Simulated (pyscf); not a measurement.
`[CH2]=[CH][F]` + `[H][H]` → `[CH2]=[CH2]` + `[FH]` (four-centre exchange; singlet surface; C–F, H–H broken, C–H, F–H formed). Single points on ωB97X-D3(BJ)/def2-SVP structures (PySCF, gas phase). Energies in kcal/mol from the separated reactants.

```
level                   barrier  reaction energy
----------------------  -------  ---------------
PBE/def2-TZVP              64.9            -16.6
r²SCAN/def2-TZVP           70.4            -16.7
B3LYP-D3(BJ)/def2-TZVP        ?                ?
PBE0-D3(BJ)/def2-TZVP         ?            -18.9
ωB97M-D3(BJ)/def2-TZVP     75.7            -19.4
HF/def2-TZVP              101.9            -21.7
```

### Question
What belongs in the gaps?

### Answer

- B3LYP-D3(BJ)/def2-TZVP, barrier: 74.0
- B3LYP-D3(BJ)/def2-TZVP, reaction energy: -18.1
- PBE0-D3(BJ)/def2-TZVP, barrier: 72.3

The functionals in the table span 10.7 kcal/mol in this barrier, from PBE to ωB97M-D3(BJ)/def2-TZVP. On the product side the descent ends in a complex, 5.3 kcal/mol under the separated species and 101.4 kcal/mol under the saddle at ωB97X-D3(BJ)/def2-TZVP. One saddle was located; it need not be the lowest between these sides.
